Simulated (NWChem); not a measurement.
The numbers come from NWChem runs, not from measurements. System: sulfur dioxide (O2S), charge 0, spin multiplicity 1, at a geometry optimised with PBE0/def2-SVP. Level: BP86/def2-TZVP.

Input file:

```
start mol
memory heap 200 mb stack 900 mb global 1100 mb
geometry units angstroms nocenter noautoz
  O      1.250381     0.000000    -0.371341
  S      0.000000     0.000000     0.371341
  O     -1.250381     0.000000    -0.371341
  symmetry group C2v
end
basis spherical
  * library def2-tzvp
end
dft
  xc becke88 perdew86
  semidirect memsize 60000000 filesize 0
  iterations 100
end
task dft energy
```

Part of the output:

```
             Northwest Computational Chemistry Package (NWChem) 7.3.0
             --------------------------------------------------------

                                NWChem Input Module
                                -------------------

 Scaling coordinates for geometry "geometry" by  1.889725989
 (inverse scale =  0.529177249)

 Turning off AUTOSYM since
 SYMMETRY directive was detected!

                             Geometry "geometry" -> ""
                             -------------------------

 Output coordinates in angstroms (scale by  1.889725989 to convert to a.u.)

  No.       Tag          Charge          X              Y              Z
 ---- ---------------- ---------- -------------- -------------- --------------
    1 O                    8.0000     1.25038100     0.00000000    -0.37134100
    2 S                   16.0000     0.00000000     0.00000000     0.37134100
    3 O                    8.0000    -1.25038100     0.00000000    -0.37134100

 Effective nuclear repulsion energy (a.u.)     106.6928283177

            Nuclear Dipole moment (a.u.)
            ----------------------------
        X                 Y               Z
 ---------------- ---------------- ----------------
     0.0000000000     0.0000000000     0.0000000000

      Symmetry information
      --------------------

 Group name             C2v
 Group number             16
 Group order               4
 No. of unique centers     2

      Symmetry unique atoms

     1    2


 Summary of "ao basis" -> "" (spherical)
 ------------------------------------------------------------------------------
       Tag                 Description            Shells   Functions and Types
 ---------------- ------------------------------  ------  ---------------------
 *                         def2-tzvp                  on all atoms

  perdew86 is a nonlocal functional; adding perdew81 local functional.

                                 NWChem DFT Module
                                 -----------------

 Summary of "ao basis" -> "ao basis" (spherical)
 ------------------------------------------------------------------------------
       Tag                 Description            Shells   Functions and Types
 ---------------- ------------------------------  ------  ---------------------
 O                         def2-tzvp                11       31   5s3p2d1f
 S                         def2-tzvp                13       37   5s5p2d1f

 Summary of "ao basis" -> "ao basis" (spherical)
 ------------------------------------------------------------------------------
       Tag                 Description            Shells   Functions and Types
 ---------------- ------------------------------  ------  ---------------------
 O                         def2-tzvp                11       31   5s3p2d1f
 S                         def2-tzvp                13       37   5s5p2d1f

      Symmetry analysis of basis
      --------------------------

        a1         37
        a2         13
        b1         30
        b2         19

            General Information
            -------------------
          SCF calculation type: DFT
          Wavefunction type:  closed shell.
          No. of atoms     :     3
          No. of electrons :    32
           Alpha electrons :    16
            Beta electrons :    16
          Charge           :     0
          Spin multiplicity:     1
          Use of symmetry is: on ; symmetry adaption is: on
          Maximum number of iterations: 100
          AO basis - number of functions:    99
                     number of shells:    35
          Convergence on energy requested:  1.00D-06
          Convergence on density requested:  1.00D-05
          Convergence on gradient requested:  5.00D-04

              XC Information
              --------------
                    Becke 1988 Exchange Functional  1.000
                Perdew 1981 Correlation Functional  1.000 local
                Perdew 1986 Correlation Functional  1.000 non-local

             Grid Information
             ----------------
          Grid used for XC integration:  medium
          Radial quadrature: Mura-Knowles
          Angular quadrature: Lebedev.
          Tag              B.-S. Rad. Rad. Pts. Rad. Cut. Ang. Pts.
          ---              ---------- --------- --------- ---------
          O                   0.60       49           8.0       434
          S                   1.00       88           6.0       590
          Grid pruning is: on
          Number of quadrature shells:   137
          Spatial weights used:  Erf1

          Convergence Information
          -----------------------
          Convergence aids based upon iterative change in
          total energy or number of iterations.
          Levelshifting, if invoked, occurs when the
          HOMO/LUMO gap drops below (HL_TOL):  1.00D-02
          DIIS, if invoked, will attempt to extrapolate
          using up to (NFOCK): 10 stored Fock matrices.

                    Damping( 0%)  Levelshifting(0.5)       DIIS
                  --------------- ------------------- ---------------
          dE  on:    start            ASAP                start
          dE off:    2 iters        100 iters           100 iters

      Screening Tolerance Information
      -------------------------------
          Density screening/tol_rho:  1.00D-10
          AO Gaussian exp screening on grid/accAOfunc:  14
          CD Gaussian exp screening on grid/accCDfunc:  20
          XC Gaussian exp screening on grid/accXCfunc:  20
          Schwarz screening/accCoul:  1.00D-08

      Superposition of Atomic Density Guess
      -------------------------------------

 Sum of atomic energies:        -547.04811583

      Non-variational initial energy
      ------------------------------

 Total energy =    -547.854990
 1-e energy   =    -967.983342
 2-e energy   =     313.435523
 HOMO         =      -0.336116
 LUMO         =      -0.116645

      Symmetry analysis of molecular orbitals - initial
      -------------------------------------------------

  Numbering of irreducible representations:

     1 a1          2 a2          3 b1          4 b2

  Orbital symmetries:

     1 a1          2 b1          3 a1          4 a1          5 b1
     6 a1          7 b2          8 a1          9 b1         10 a1
    11 b1         12 b2         13 a1         14 a2         15 b1
    16 a1         17 b2         18 a1         19 b1         20 a1
    21 b2         22 b1         23 a1         24 b1         25 a1
    26 b2

------------------------------------------------------------
EAF file 0: "./mol.aoints.0" size=524288 bytes
------------------------------------------------------------
               write      read    awrite     aread      wait
               -----      ----    ------     -----      ----
     calls:        1         0         0         0         0
   data(b): 5.24e+05  0.00e+00  0.00e+00  0.00e+00
   time(s): 0.00e+00  0.00e+00  0.00e+00  0.00e+00  0.00e+00
rate(mb/s): 0.00e+00  0.00e+00
------------------------------------------------------------

   convergence    iter        energy       DeltaE   RMS-Dens  Diis-err    time
 ---------------- ----- ----------------- --------- --------- ---------  ------
 d= 0,ls=0.0,diis     1   -548.6080542667 -6.55D+02  1.71D-02  1.87D+00     0.7
 d= 0,ls=0.0,diis     2   -547.9311569776  6.77D-01  1.24D-02  8.58D+00     0.7
 d= 0,ls=0.0,diis     3   -548.7479461222 -8.17D-01  2.34D-03  1.82D-01     0.8
 d= 0,ls=0.0,diis     4   -548.7609175509 -1.30D-02  1.02D-03  2.53D-02     0.9
 d= 0,ls=0.0,diis     5   -548.7632722308 -2.35D-03  7.40D-05  2.61D-04     0.9
  Resetting Diis
 d= 0,ls=0.0,diis     6   -548.7632906784 -1.84D-05  1.17D-05  7.93D-06     1.0
 d= 0,ls=0.0,diis     7   -548.7632914353 -7.57D-07  6.77D-06  1.54D-07     1.0

         Total DFT energy =     -548.763291435254
      One electron energy =     -967.980540014445
           Coulomb energy =      355.445067753216
    Exchange-Corr. energy =      -42.920647491726
 Nuclear repulsion energy =      106.692828317700

 Numeric. integr. density =       32.000002256010

     Total iterative time =      0.8s

                  Occupations of the irreducible representations
                  ----------------------------------------------

                     irrep           alpha         beta
                     --------     --------     --------
                     a1                8.0          8.0
                     a2                1.0          1.0
                     b1                5.0          5.0
                     b2                2.0          2.0

                       DFT Final Molecular Orbital Analysis
                       ------------------------------------

 Vector   14  Occ=2.000000D+00  E=-3.426080D-01  Symmetry=a2
              MO Center=  2.9D-14, -2.3D-15, -3.1D-01, r^2= 2.1D+00
   Bfn.  Coefficient  Atom+Function         Bfn.  Coefficient  Atom+Function
  ----- ------------  ---------------      ----- ------------  ---------------
     7      0.334331  1 O  py                75     -0.334331  3 O  py
    10      0.274264  1 O  py                78     -0.274264  3 O  py
    13      0.185688  1 O  py                81     -0.185688  3 O  py
    57      0.096606  2 S  d -2              52      0.091808  2 S  d -2

 Vector   15  Occ=2.000000D+00  E=-3.184056D-01  Symmetry=b1
              MO Center= -2.1D-14,  1.8D-15, -2.4D-01, r^2= 2.2D+00
   Bfn.  Coefficient  Atom+Function         Bfn.  Coefficient  Atom+Function
  ----- ------------  ---------------      ----- ------------  ---------------
     6      0.253251  1 O  px                74      0.253251  3 O  px
     8      0.229354  1 O  pz                76     -0.229354  3 O  pz
     9      0.204281  1 O  px                77      0.204281  3 O  px
    11      0.191522  1 O  pz                79     -0.191522  3 O  pz
    12      0.136328  1 O  px                80      0.136328  3 O  px

 Vector   16  Occ=2.000000D+00  E=-2.963290D-01  Symmetry=a1
              MO Center=  6.8D-14,  7.9D-16, -3.8D-02, r^2= 2.1D+00
   Bfn.  Coefficient  Atom+Function         Bfn.  Coefficient  Atom+Function
  ----- ------------  ---------------      ----- ------------  ---------------
    36      0.476415  2 S  s                  8     -0.300807  1 O  pz
    76     -0.300807  3 O  pz                11     -0.243322  1 O  pz
    79     -0.243322  3 O  pz                48      0.195280  2 S  pz
    14     -0.191625  1 O  pz                82     -0.191625  3 O  pz
    35      0.148804  2 S  s                 34     -0.129742  2 S  s

 Vector   17  Occ=0.000000D+00  E=-1.674574D-01  Symmetry=b2
              MO Center=  1.1D-14,  1.1D-15,  1.5D-01, r^2= 2.0D+00
   Bfn.  Coefficient  Atom+Function         Bfn.  Coefficient  Atom+Function
  ----- ------------  ---------------      ----- ------------  ---------------
    47      0.481132  2 S  py                50      0.384488  2 S  py
     7     -0.271137  1 O  py                75     -0.271137  3 O  py
    13     -0.237590  1 O  py                81     -0.237590  3 O  py
    10     -0.221442  1 O  py                78     -0.221442  3 O  py
    44      0.203799  2 S  py                38     -0.161639  2 S  py

 Vector   18  Occ=0.000000D+00  E=-2.059361D-03  Symmetry=a1
              MO Center=  1.7D-14,  1.4D-16,  1.8D-01, r^2= 2.3D+00
   Bfn.  Coefficient  Atom+Function         Bfn.  Coefficient  Atom+Function
  ----- ------------  ---------------      ----- ------------  ---------------
    36      1.401627  2 S  s                 51     -0.888576  2 S  pz
     5     -0.607343  1 O  s                 73     -0.607343  3 O  s
    48     -0.436332  2 S  pz                12      0.420052  1 O  px
    80     -0.420052  3 O  px                 6      0.219037  1 O  px
    74     -0.219037  3 O  px                 9      0.202288  1 O  px

 Vector   19  Occ=0.000000D+00  E= 2.341972D-02  Symmetry=b1
              MO Center=  2.1D-14, -1.1D-15,  6.2D-01, r^2= 2.6D+00
   Bfn.  Coefficient  Atom+Function         Bfn.  Coefficient  Atom+Function
  ----- ------------  ---------------      ----- ------------  ---------------
    49      1.366769  2 S  px                 5     -0.810326  1 O  s
    73      0.810326  3 O  s                 46      0.463776  2 S  px
    14     -0.325724  1 O  pz                82      0.325724  3 O  pz
     8     -0.192864  1 O  pz                76      0.192864  3 O  pz
    55     -0.176432  2 S  d  1              11     -0.173256  1 O  pz

 center of mass
 --------------
 x =   0.00000000 y =   0.00000000 z =  -0.00019474

 moments of inertia (a.u.)
 ------------------
          31.496676617860           0.000000000000           0.000000000000
           0.000000000000         210.101917968322           0.000000000000
           0.000000000000           0.000000000000         178.605241350462

     Multipole analysis of the density
     ---------------------------------

     L   x y z        total         alpha         beta         nuclear
     -   - - -        -----         -----         ----         -------
     0   0 0 0     -0.000000    -16.000000    -16.000000     32.000000

     1   1 0 0      0.000000      0.000000      0.000000      0.000000
     1   0 1 0     -0.000000     -0.000000     -0.000000      0.000000
     1   0 0 1      0.643234      0.321617      0.321617      0.000000

     2   2 0 0    -19.819869    -54.575454    -54.575454     89.331039
     2   1 1 0      0.000000      0.000000      0.000000      0.000000
     2   1 0 1     -0.000000     -0.000000     -0.000000      0.000000
     2   0 2 0    -15.437836     -7.718918     -7.718918      0.000000
     2   0 1 1      0.000000      0.000000      0.000000      0.000000
     2   0 0 2    -16.775014    -16.266368    -16.266368     15.757723

 Task  times  cpu:        1.0s     wall:        1.0s

 Total times  cpu:        1.0s     wall:        1.0s
```
